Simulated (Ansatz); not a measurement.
We consider fcc Ni, described by LDA (Ansatz, an electronic-structure program, PAW).

Run with plane-wave cutoff 500 eV, 36×36×36 k mesh, Fermi–Dirac smearing 0.1 eV, spin-polarised with parallel moments, scalar-relativistic PAW data made under PBE.

Cell (relaxed at this level):

Ni has the cubic space group Fm-3m (No. 225), the fcc (Cu type) structure, Pearson symbol cF4. Lattice parameters: a = b = c = 3.4251 Å, α = β = γ = 90.00°. Ni on 4a sees 12 Ni at 2.422 Å (cuboctahedral). (Neighbours: up to the widest gap in distance over summed covalent radii, below 1.35, at either atom.)
(The calculation used a cell of 1 atom; values per cell refer to that cell.)

Question: Predict the magnetic moment per atom (the cell's total over its atoms).

Answer: 
- magnetic moment per atom (the cell's total over its atoms) = 0.57 μB

Moments are spin moments.
